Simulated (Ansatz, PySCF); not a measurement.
Species: C2H4Cl (charge 0, doublet). It need not be the lowest isomer of its formula. 
Geometry from a B3LYP-D3(BJ)/def2-TZVP (Ansatz, a program for electronic structure) optimisation:
```xyz
7

C      0.0564     0.7313    -0.1308
C      1.5231     0.6764     0.0481
Cl    -0.8683    -0.7044     0.0493
H     -0.4610     1.5395    -0.6239
H      1.9378     1.6857     0.0383
H      1.7926     0.1987     0.9939
H      2.0151     0.1039    -0.7502
```
Charge 0, spin multiplicity 2.

Dipole moments at this geometry, in debye (magnitudes).

| level | program | dipole (D) |
|---|---|---|
| HF/def2-TZVPD | PySCF | 1.81 |
| SVWN5/def2-TZVPD | Ansatz | 1.50 |
| PBE/def2-TZVPD | PySCF | 1.50 |
| revPBE/def2-TZVPD | Ansatz | 1.50 |
| BP86/def2-TZVPD | PySCF | 1.50 |
| B97M-V/def2-TZVPD | Ansatz | 1.55 |
| B3LYP/def2-TZVPD | Ansatz | 1.55 |
| PBE0/def2-TZVPD | Ansatz | 1.59 |
| BHLYP/def2-TZVPD | Ansatz | 1.66 |
| MN15/def2-TZVPD | PySCF | [?] |
| HSE06/def2-TZVPD | Ansatz | 1.59 |
| CAM-B3LYP/def2-TZVPD | Ansatz | 1.60 |
| wB97M-V/def2-TZVPD | Ansatz | 1.55 |
| CCSD(T)/aug-cc-pV(D+d)Z | Ansatz | [?] |

Question: What belongs in the gaps?

Answer: 
- MN15/def2-TZVPD, dipole (D): 1.63
- CCSD(T)/aug-cc-pV(D+d)Z, dipole (D): 1.52
